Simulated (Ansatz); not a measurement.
Basis-set extrapolation for C3H5F2N (`N=C(CF)CF`) (PBE0-D4/def2-TZVP geometry, frozen core, the Gaussian-basis code of Ansatz). Multiplicity 1, RHF reference.

|  | def2-TZVPP | def2-QZVPP |
| --- | --- | --- |
| HF | -369.970026 | -369.986331 |
| MP2 correlation | -1.188144 | -1.282920 |
| CCSD(T) correlation | -1.263397 | not run |

Energies in hartree. Use E(X) = E(∞) + A·exp(−7.88·√X) for Hartree–Fock and E(X) = E(∞) + B·X^(−2.97) for correlation, with X = 3 and 4, and add CCSD(T) minus MP2 of the smaller set to the MP2 limit.

**Question.** What is the CCSD(T) energy at the basis-set limit?

**Answer.** HF limit: -369.986331 + (-0.016305) × 0.13774 = -369.98858. MP2 limit: -1.282920 + (-0.094776) × 0.74074 = -1.35312. Higher-order term: -1.263397 − (-1.188144) = -0.07525. Total: -371.41695 hartree, 4.99 eV below CCSD(T)/def2-TZVPP.
